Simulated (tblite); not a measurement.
Compound: C4H6OS.
Structure used (GFN2-xTB), in Å, numbered top down from 1:
```
atom  x, y, z in Å
C1     1.8723    0.1317   -0.1484
S2     0.7770    0.2701    1.3445
O3     1.0099   -0.9300    2.1407
C4    -0.6970   -0.0237    0.3896
C5    -1.8132   -0.6561    0.1682
C6    -1.5479    0.5221   -0.7261
H7     2.8966    0.2678    0.1835
H8     1.7529   -0.8523   -0.5877
H9     1.5947    0.9106   -0.8489
H10   -2.4940   -1.4391    0.3912
H11   -2.1080    1.4384   -0.5785
H12   -1.2422    0.3598   -1.7539
```

Computed values, GFN2-xTB/tblite, gas phase, harmonic and unscaled. This tight-binding method is rough: wavenumbers can miss measured ones by several per cent, in bad cases by 10 to 20. One conformer, not necessarily the lowest.

Harmonic wavenumbers (cm⁻¹): 46.9, 128.8, 140.8, 169.9, 292.7, 364.9, 391.3, 541.5, 654.7, 686.1, 877.5, 881.3, 899.9, 943.0, 985.4, 1036.2, 1052.0, 1143.8, 1193.0, 1278.2, 1434.7, 1449.3, 1486.5, 1798.7, 3012.1, 3028.5, 3054.9, 3066.1, 3077.7, 3246.3.

A = 5453, B = 2212, C = 1780 MHz; mass 102.014 u (most abundant isotopes); point group C1, symmetry number 1.

Q: Zero-point energy?

A: Half the sum of the wavenumbers: 19181 cm⁻¹ = 229.46 kJ/mol.

Q: What is S at 400 K and 1 bar for an ideal gas of classical rigid rotors and harmonic oscillators?

A: Translation 172.65, rotation 117.08, vibration 106.48: S = 396.2 J/(mol K).

Q: And Cp and H(400 K) − H(0)?

A: Cp = 138.80 J/(mol K), of which vibrations give 105.54 (their classical limit is 30 R = 249.4); H(400 K) − H(0) = 35.21 kJ/mol without the zero-point energy, 21.90 from vibrations.

Q: Which modes carry the vibrational entropy at 400 K?

A: 46.9 cm⁻¹: 23.12; 128.8 cm⁻¹: 14.79; 140.8 cm⁻¹: 14.06; 169.9 cm⁻¹: 12.54; 292.7 cm⁻¹: 8.26; 364.9 cm⁻¹: 6.63 J/(mol K); the other 24 give 27.09 together.

Q: Blend soft modes into free rotors: weight 1/[1 + (100 cm⁻¹/ν̃)⁴] for the oscillator and the rest for a rotor with moment μB/(μ + B), μ = h/(8π²ν), B = 10⁻⁴⁴ kg m². What vibrational entropy results?

A: 98.66 J/(mol K) in place of 106.48, which changes −T·S at 400 K by +3.13 kJ/mol.

Q: How do the functions run with temperature in this model?

A: 
```json
{"T (K)": "150", "S (J/(mol K))": "295.4", "Cp (J/(mol K))": "76.2", "H − H(0) (kJ/mol)": "8.24", "G − H(0) (kJ/mol)": "-36.08", "ln q(vib)": "2.00"}
{"T (K)": "250", "S (J/(mol K))": "340.2", "Cp (J/(mol K))": "101.5", "H − H(0) (kJ/mol)": "17.11", "G − H(0) (kJ/mol)": "-67.94", "ln q(vib)": "3.72"}
{"T (K)": "298.15", "S (J/(mol K))": "359.1", "Cp (J/(mol K))": "114.0", "H − H(0) (kJ/mol)": "22.30", "G − H(0) (kJ/mol)": "-84.78", "ln q(vib)": "4.53"}
{"T (K)": "600", "S (J/(mol K))": "459.9", "Cp (J/(mol K))": "175.4", "H − H(0) (kJ/mol)": "66.89", "G − H(0) (kJ/mol)": "-209.07", "ln q(vib)": "9.44"}
{"T (K)": "900", "S (J/(mol K))": "538.1", "Cp (J/(mol K))": "209.7", "H − H(0) (kJ/mol)": "125.09", "G − H(0) (kJ/mol)": "-359.23", "ln q(vib)": "13.92"}
```

q(vib) and H(0) count from the zero-point level.

Hindered rotation and anharmonicity are outside this model. Other conformers, if any are populated, would add a mixing term that is left out. The structure is chiral; the term R ln 2 for an equal mix with its mirror image is left out.
